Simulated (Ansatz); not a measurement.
in.yaml

```yaml
crystal:
  periodic: [false, false, false]
  atoms:
    - {symbol: Si, position_ang: [0.000000, -0.125451, 1.746470]}
    - {symbol: As, position_ang: [0.000000, 0.050822, -0.676507]}
    - {symbol: H, position_ang: [0.000000, 1.182184, 2.474574]}
    - {symbol: H, position_ang: [0.000000, -1.464222, -0.852954]}
basis:
  gaussian: {orbitals: cc-pVDZ}
total_charge: 1
magnetization: {spin_polarized: false, initial_magnetization: 2}
correlation: {method: fic_mrcisd_q, electrons: outside_noble_gas, active_space: {window: {electrons: 10, orbitals: 10}, shells: [{species: As, l: s, shell: 4}, {species: As, l: p, shell: 4}, {species: H, l: s, shell: 1}, {species: Si, l: s, shell: 3}, {species: Si, l: p, shell: 3}]}}
```

```sh
$ ansatz run in.yaml --threads 2 --pin off --events-out ev --progress --plain --max-ram 24576MiB --backend cuda --devices 0, --max-vram 18GiB
```

(1) Roughly how long does this take on 2 threads of AMD EPYC 7R13 with a shared H100 80 GB, shared host, and how much host memory?

```
1080 factors; integrals over basis functions are off by at most 1.7e-7 eV
mean field evaluation 1: about -68678.8578 eV, gradient 9.3e0 eV
mean field evaluation 2: about -68678.8790 eV, gradient 9.4e0 eV
mean field evaluation 4: about -68679.5462 eV, gradient 2.4e0 eV
mean field evaluation 8: about -68679.6105 eV, gradient 2.9e-1 eV
mean field evaluation 16: about -68678.5166 eV, gradient 4.6e0 eV
mean field -68679.61349172 eV, -2523.9292431066 hartree, gradient 2.0e-6 eV, S^2 2.000000; 2 other end points of the search recorded, 0 dependent functions left out
reference -68679.61349172 eV, -2523.9292431066 hartree; 25, 23 occupied and 30, 32 virtual orbitals, 1080 factors
state -68681.63706941 eV, -2524.0036082152 hartree
contracted CI cycle   1: correlation 0.00000000 eV, 0.0000000000 hartree, residual 1.28e1 eV
contracted CI cycle   2: correlation -3.06998376 eV, -0.1128198223 hartree, residual 2.64e0 eV
contracted CI cycle   3: correlation -3.19653324 eV, -0.1174704299 hartree, residual 5.19e-1 eV
contracted CI cycle   4: correlation -3.20148871 eV, -0.1176525399 hartree, residual 1.20e-1 eV
contracted CI cycle   5: correlation -3.20173715 eV, -0.1176616700 hartree, residual 2.69e-2 eV
contracted CI cycle   6: correlation -3.20174950 eV, -0.1176621239 hartree, residual 6.30e-3 eV
contracted CI cycle   7: correlation -3.20175017 eV, -0.1176621485 hartree, residual 1.48e-3 eV
contracted CI cycle   8: correlation -3.20175021 eV, -0.1176621499 hartree, residual 3.56e-4 eV
state -68681.63706941 eV, -2524.0036082152 hartree; corrected -68685.06677897 eV, -2524.1296477168 hartree
Total energy: -68685.06677897 eV, -2524.1296477168 hartree
Checks for a lower state left out: starts, orbital_swaps
```

Natural occupations: 1.9874 1.9764 1.9651 1.9308 1.0095 0.9838 0.0479 0.0438 0.0324 0.0229.

For the same geometry and basis RCCSDTQ lies 15.7 meV lower.

Results:

(1) 45 s wall and 0.88 GiB.
